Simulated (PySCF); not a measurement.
Compound: BH₄P.
SMILES: `BP`

Level of theory: EOM-EE-CCSD/aug-cc-pVDZ in PySCF, restricted Hartree–Fock reference, frozen core, non-relativistic, gas phase, PBE0-D3(BJ)/def2-SVP geometry.

Give the EOM-CCSD singlets and triplets.

```tsv
state	E (eV)	λ (nm)	main singles (HF orbitals, share of the singles part)
singlet 1	4.90	253	HOMO→LUMO+1 51 %, HOMO→LUMO+6 20 %, HOMO→LUMO+9 9 %
singlet 2	6.40	194	HOMO-2→LUMO+1 46 %, HOMO-2→LUMO+6 20 %, HOMO-2→LUMO+9 12 %
singlet 3	6.44	193	HOMO→LUMO 55 %, HOMO→LUMO+12 16 %, HOMO→LUMO+1 10 %
singlet 4	6.63	187	HOMO-1→LUMO+1 44 %, HOMO-1→LUMO+6 20 %, HOMO-1→LUMO+9 10 %
triplet 1	3.71	334	HOMO→LUMO+1 51 %, HOMO→LUMO+6 23 %, HOMO→LUMO+9 12 %
triplet 2	5.96	208	HOMO-1→LUMO+1 41 %, HOMO-1→LUMO+6 19 %, HOMO-1→LUMO+9 11 %
```

What is the vertical gap between the lowest excited singlet and the lowest triplet?

4.90 − 3.71 = 1.19 eV (115 kJ/mol). Both are led by HOMO→LUMO+1.

The first EOM-IP-CCSD ionisation energy is 9.72 eV, 3.09 eV above the highest singlet listed and 4.82 eV above the lowest.

T1 diagnostic 0.019. EOM-CCSD puts states of mainly double-excitation character too high. An iterative search for so few roots can pass over a low state.

One conformer stands for the species.
